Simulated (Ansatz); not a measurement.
Geometry optimisation, Ansatz 0.2.0, UKS revPBE-D4/def2-SVP.

Input file:

```yaml
crystal:
  periodic: [false, false, false]
  atoms:
    - { symbol: Si, position_ang: [0.009711, 0.014998, -0.109954] }
    - { symbol: H, position_ang: [0.014987, 0.024382, 1.367962] }
    - { symbol: H, position_ang: [1.427256, 0.008061, -0.609947] }
    - { symbol: H, position_ang: [-0.70506, 1.239038, -0.610426] }
    - { symbol: H, position_ang: [-0.702204, -1.217965, -0.597746] }
    - { symbol: O, position_ang: [-0.011021, -0.018268, 3.573987] }
    - { symbol: H, position_ang: [-0.54667, -0.851346, 3.614623] }
magnetization:
  spin_polarized: true
  initial_magnetization: 1
basis:
  gaussian: { orbitals: def2-SVP }
hamiltonian:
  xc: revpbe
  dispersion: d4
relax:
  f_tol: 0.03
  max_steps: 50
output:
  orbitals: {}
```

Run as:

```bash
$ ansatz run input.yaml --threads 1 --pin off --max-ram 2048MiB --backend cpu --events-out ev --progress --plain --runs-dir out
```

Task: Where does it end, and by what steps?

Result: It converged. The force dipped under the threshold on the way, but the program's further checks kept it going. After 28 steps the energy has fallen by 1.389 eV; H2 moved furthest, 1.58 Å. Parted: Si1–H2 (1.48 → 3.01 Å). Joined: H2–O6 (2.21 → 0.98 Å).

| step | energy less start (eV) | largest force component (eV/Å) | accepted |
| --- | --- | --- | --- |
| 0 | 0.0000 | 0.668 | yes |
| 1 | -0.0427 | 0.483 | yes |
| 2 | -0.1026 | 0.667 | yes |
| 3 | -0.1943 | 2.688 | yes |
| 4 | -0.6674 | 2.108 | yes |
| 5 | -0.8025 | 5.346 | yes |
| 6 | -1.1135 | 1.089 | yes |
| 7 | -1.2153 | 0.264 | yes |
| 8 | -1.2581 | 0.128 | yes |
| 9 | -1.1279 | 1.442 | no |
| 10 | -1.2678 | 0.447 | yes |
| 11 | -1.2882 | 0.195 | yes |
| 12 | -1.3074 | 0.716 | yes |
| 13 | -1.3324 | 0.442 | yes |
| 14 | -1.3372 | 1.404 | yes |
| 15 | -1.3824 | 0.149 | yes |
| 16 | -1.3835 | 0.159 | yes |
| 17 | -1.3682 | 1.003 | no |
| 18 | -1.3865 | 0.059 | yes |
| 19 | -1.3883 | 0.005 | yes |
| 20 | -1.3884 | 0.122 | yes |
| 21 | -1.3887 | 0.052 | yes |
| 22 | -1.3891 | 0.004 | yes |
| 23 | -1.3709 | 0.907 | no |
| 24 | -1.3883 | 0.237 | no |
| 25 | -1.3893 | 0.037 | yes |
| 26 | -1.3890 | 0.164 | no |
| 27 | -1.3889 | 0.060 | no |
| 28 | -1.3894 | 0.019 | yes |

```xyz
7
Properties=species:S:1:pos:R:3
Si 0.246 -0.087 -0.081
H 0.172 0.471 2.878
H 1.148 -0.169 -1.297
H -0.456 1.244 -0.082
H -0.746 -1.219 -0.140
O -0.594 -0.065 2.593
H -0.283 -0.977 2.758
```

Whether the end is a true minimum wasn't checked by a vibrational analysis.

Time of the run: 55 s on 1 thread of Arm Neoverse V2, with other jobs on the host, peak memory 0.12 GiB.
